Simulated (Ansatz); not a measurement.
Born–Oppenheimer molecular dynamics of C2H6Si (9 atoms, charge 0, multiplicity 1). It starts from a relaxed structure.

Computed with RHF/def2-SVP (Ansatz 0.2.0).

```json
{"ensemble": "NVT, Langevin thermostat", "time step": "0.5 fs", "steps asked": "250", "set temperature": "500 K", "friction": "0.001 /fs", "masses": "H 2.014 u", "seed": "794334"}
```

First frame:

```xyz
9
Properties=species:S:1:pos:R:3
C -0.251 -0.166 -0.916
C 0.973 -0.006 0.024
Si -0.672 0.152 0.860
H -0.400 -1.155 -1.339
H -0.390 0.619 -1.654
H 1.575 -0.898 0.177
H 1.586 0.876 -0.139
H -1.159 1.480 1.269
H -1.173 -0.947 1.700
```

How far do the bonds stretch over the last three quarters of this one trajectory? (Pairs bonded in most of those frames.)


```csv
bond,mean (Å),spread (Å),shortest,longest
C1–C2,1.549,0.037,1.49,1.62
C1–Si3,1.852,0.026,1.80,1.91
C1–H4,1.087,0.013,1.06,1.11
C1–H5,1.088,0.017,1.06,1.12
C2–Si3,1.855,0.024,1.82,1.91
C2–H6,1.092,0.038,1.03,1.15
C2–H7,1.090,0.030,1.04,1.14
Si3–H8,1.475,0.040,1.42,1.54
Si3–H9,1.476,0.031,1.43,1.53
```

Mean temperature of the second half: 229 K. The mean temperature of the second half is 54 % below the set value. A run of 0.12 ps of so small a system gives no equilibrium averages.

Time of the run: 3.6 min on 1 thread of Arm Neoverse V1, on a shared host, peak memory 0.13 GiB.
